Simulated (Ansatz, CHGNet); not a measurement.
For zinc-blende GaSb, the machine-learned potential CHGNet-r²SCAN (trained on r²SCAN data) gives:

```
Quantity                      Value
-------------------  --------------
lattice parameter a         6.124 Å
formation enthalpy   -0.201 eV/atom
```

### Question
What does r²SCAN+rVV10 (plane waves, PAW; Ansatz, a first-principles code) give for the same quantities?

### Answer

- lattice constant a: 6.105 Å (shrinks by 0.3 %)
- formation enthalpy: -0.207 eV/atom (moves by -0.006 eV/atom)

For comparison: lattice constant a 6.096 Å (measured, 300 K, not corrected to a static lattice; as tabulated in Vurgaftman et al. (2001), doi:10.1063/1.1368156); formation enthalpy -0.22 eV/atom (measured, 298 K, no zero-point or thermal correction; as tabulated in Zhang et al. (2018), doi:10.1038/s41524-018-0065-z).

Changes are worked out from the printed values.

Unless a cell is named, each level is at its own relaxed cell (CHGNet-r²SCAN 28.70, r²SCAN+rVV10 28.45 Å³/atom).

Levels without +SOC leave out spin–orbit coupling, which shifts energies and cells of such heavy elements.

Ansatz's density-functional and Hartree–Fock values are scalar-relativistic unless marked +SOC, with PAW data made under PBE.
